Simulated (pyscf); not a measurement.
F–N•–F + hydrogen fluoride (HF) -> F–N(F)–F + H atom (H•), an atom transfer (doublet surface; F–H broken, F–N formed). PySCF, gas phase, ωB97X-D3(BJ)/def2-SVP geometries. Correlated levels are frozen-core, on RHF or UHF. ΔMP2 is the change of the MP2 total energy from the triple- to the quadruple-zeta basis. Energies in kJ/mol from the separated reactants.

Small-basis levels: PySCF, no dispersion term, spherical d functions. Open shells are spin-unrestricted. 

Problem. Quick B3LYP/LANL2DZ single points give ΔE‡ = 332.5 kJ/mol and ΔE = +347.8 kJ/mol. What does CCSD(T)/def2-TZVPP + ΔMP2(QZVPP) give, and how far is the quick result from it?

Solution. CCSD(T)/def2-TZVPP + ΔMP2(QZVPP) gives ΔE‡ = 406.3 kJ/mol and ΔE = +341.1 kJ/mol. B3LYP/LANL2DZ lies 73.9 kJ/mol under it in the barrier and 6.6 kJ/mol over it in the reaction energy, so on this step it does not hold to within 12.6 kJ/mol. At B3LYP/LANL2DZ this geometry lies under one side, so its ΔE‡ may be no barrier of that level. CCSD(T)/def2-TZVPP + ΔMP2(QZVPP) has limits of its own. The same reactants have a lower exit, to HF + F–N•–F (barrier +232.3 kJ/mol at ωB97M-D3(BJ), against +388.9 kJ/mol here). One saddle was located; it need not be the lowest between these sides. The angle at the transferred F is 175°. The CCSD(T) − MP2 part came from Ansatz, without density fitting, on the same reference. A UHF reference is spin-contaminated (<S²> up to 1.06), which harms MP2 most.
